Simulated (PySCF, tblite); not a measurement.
(Z)-pent-2-en-4-ynenitrile, C₅H₃N.
Cartesian coordinates in Å at the GFN2-xTB level; atoms count from 1:
```
atom  x, y, z in Å
C1     2.2292    0.0389    0.1099
C2     1.1135   -0.3812   -0.0439
C3    -0.1846   -0.8856   -0.2268
C4    -1.2950   -0.1564   -0.0346
C5    -1.2607    1.1891    0.3716
N6    -1.2545    2.2874    0.7035
H7     3.2000    0.4119    0.2469
H8    -0.2546   -1.9199   -0.5398
H9    -2.2796   -0.5782   -0.1847
```

The calculation used PBE0/pcSseg-1 in PySCF (dipole) on a GFN2-xTB geometry, gas phase.

Take the most abundant isotopes and a rigid rotor. 

Problem. What are A, B and C (GHz)?

Solution. Ia = 69.93, Ib = 184.74, Ic = 254.67 u·Å²; 505379 MHz·u·Å²/I gives 7227, 2736 and 1984 MHz, that is A = 7.2267, B = 2.7357, C = 1.9845 GHz.

Problem. Classify the top.

Solution. An asymmetric top; Ray's κ = -0.713.

Problem. What does the inertial defect say?

Solution. Planar: Δ = Ic − Ia − Ib = 0.00 u·Å². For a rigid frame Δ = −2 Σ m c², so it vanishes when all atoms lie in the ab plane; here none is more than 0.01 Å from it.

Problem. List the rotational levels J(Ka,Kc) to J = 5 (MHz).

Solution. Above 0(0,0):
J = 1: 1(0,1) 4720, 1(1,1) 9211, 1(1,0) 9962
J = 2: 2(0,2) 14074, 2(1,2) 17900, 2(1,1) 20154, 2(2,1) 33627, 2(2,0) 33713
J = 3: 3(0,3) 27895, 3(1,3) 30882, 3(1,2) 35384, 3(2,2) 47787, 3(2,1) 48213, 3(3,1) 72171, 3(3,0) 72178
J = 4: 4(0,4) 45971, 4(1,4) 48105, 4(1,3) 55573, 4(2,3) 66600, 4(2,2) 67830, 4(3,2) 91208, 4(3,1) 91252, 4(4,1) 125134, 4(4,0) 125135
J = 5: 5(0,5) 68106, 5(1,5) 69508, 5(1,4) 80605, 5(2,4) 90009, 5(2,3) 92702, 5(3,3) 115046, 5(3,2) 115218, 5(4,2) 148927, 5(4,1) 148931, 5(5,1) 192548, 5(5,0) 192548

Problem. Predict some low-J microwave lines.

Solution. The dipole components are |μa| = 2.55 D, |μb| = 2.68 D, |μc| = 0.00 D; the mirror of this Cs structure is the ab plane, so μc vanishes by symmetry and there are no c-type lines. Intensities carry the squares of the components, which stand as 0.91 : 1.00 (a : b). Some lines, for components of 0.1 D or more:

| type | branch | J(Ka,Kc) | MHz | lower level (cm⁻¹) |
| --- | --- | --- | --- | --- |
| a | Q | 1(1,0) ← 1(1,1) | 751 | 0.307 |
| a | Q | 2(1,1) ← 2(1,2) | 2254 | 0.597 |
| a | R | 1(0,1) ← 0(0,0) | 4720 | 0.000 |
| b | R | 2(0,2) ← 1(1,1) | 4863 | 0.307 |
| b | Q | 1(1,0) ← 1(0,1) | 5242 | 0.157 |
| b | Q | 2(1,1) ← 2(0,2) | 6080 | 0.469 |
| a | R | 2(1,2) ← 1(1,1) | 8689 | 0.307 |
| b | R | 1(1,1) ← 0(0,0) | 9211 | 0.000 |
| a | R | 2(0,2) ← 1(0,1) | 9354 | 0.157 |
| a | R | 2(1,1) ← 1(1,0) | 10192 | 0.332 |
| b | R | 2(1,2) ← 1(0,1) | 13180 | 0.157 |
| b | Q | 2(2,0) ← 2(1,1) | 13559 | 0.672 |
| b | Q | 2(2,1) ← 2(1,2) | 15727 | 0.597 |
| b | R | 2(2,1) ← 1(1,0) | 23664 | 0.332 |
| b | R | 2(2,0) ← 1(1,1) | 24502 | 0.307 |

Problem. Estimate the classical rotational partition function at 10 K, 25 K and 500 K.

Solution. Point group Cs, symmetry number σ = 1; q = (√π/σ)·√((kT/h)³/(ABC)), k/h = 20836.6 MHz/K: 851 at 10 K, 3360 at 25 K, 301000 at 500 K.

Its GFN2-xTB frequencies are all real (lowest 92 cm⁻¹). No vibrational averaging or centrifugal distortion is included, and the geometry carries the error of its method. Quadrupole hyperfine structure (14N) is left out.

Time: 10 s (with the writing of density and orbital grids); peak memory 0.52 GiB. Hardware: one thread, Arm Neoverse V1 (aarch64), shared host. This is the PBE0/pcSseg-1 job that gave the dipole, with the shieldings it also computed.
